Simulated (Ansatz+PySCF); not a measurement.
The numbers below are computed, except where a source is named.
**Several solutions for doublet N₂(+)**

```
atom   x (Å)   y (Å)    z (Å)
   N  0.0000  0.0000  -1.1096
   N  0.0000  0.0000   1.1096
```

Basis set: 6-31G (spherical functions). Charge 1, multiplicity 2.

UHF was run from several starts with Ansatz (development build ahead of 0.2.0) and PySCF 2.14.0.

```csv
run,program,start,converged,energy (hartree),<S²>
A,PySCF,"guess 1e, instabilities followed",yes,-108.27469,2.76
B,PySCF,"guess atom, instabilities followed",yes,-108.27469,2.76
C,PySCF,"guess minao, instabilities followed",yes,-108.27469,2.76
D,Ansatz,"atomic start, no search",yes,-108.25853,2.60
E,Ansatz,stability test followed,yes,-108.27469,2.76
F,PySCF,"guess huckel, instabilities followed",yes,-108.27469,2.76
G,PySCF,program defaults,yes,-107.84986,0.75
H,Ansatz,search for the lowest state,yes,-108.27469,2.76
```

Problem. Which runs reached the lowest solution of this kind, and what is wrong with the others?

Solution. A, B, C, E, F, H reached the lowest solution found. Converged but too high: D by 0.44 eV, G by 11.56 eV. Convergence only shows a stationary point, and even a stable one can lie too high; stability tests and further starts are what find lower ones. Caution: the unrestricted determinant is a mixture of spin states. Caution: the charge can sit on one fragment and break the point group. Caution: the determinant breaks the point group.
